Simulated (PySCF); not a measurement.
NMR data simulated for an unnamed compound:

1H NMR (400 MHz, computed): δ 6.82 (s, 4H).

13C{1H} NMR (computed): δ 197.3 (C), 142.7 (CH).

[PySCF 2.14: geometry: PBE0-D3(BJ)/def2-TZVP; B97-2/pcSseg-2 with gauge-including orbitals; no solvent model; a single conformation; rapidly exchanging positions averaged; relativity neglected]

Chemical shifts δ = σref − σ; 1H (σref 31.64), 13C (σref 185.38) vs TMS, all at this level.

Which of these does the molecule contain: a non-aromatic C=C double bond, a ketone, a methoxy group, a (CH3)2CH unit, an aldehyde?

## Answers


- A non-aromatic C=C double bond: yes.
- A ketone: yes (δC 197.3).
- A methoxy group: no.
- A (CH3)2CH unit: no.
- An aldehyde: no.

The data belong to `O=C1C=CC(=O)C=C1`, C₆H₄O₂; they needn't prove each group on their own.

Carbon signals by region: 1 in the far downfield region (above 160 ppm), 1 in the sp2 and nitrile region (100–160 ppm). Above 160 ppm: 197.3, ketone carbonyl carbon.

Shifts are as computed. Against solution values, carbons near 30 ppm lie about +3 ppm off and those near 130 ppm about +7 ppm. Of 1313 compounds with measured shifts, 239 miss one by over three times the rms of a fit or turn the order of signals round; such compounds aren't used in these exercises.
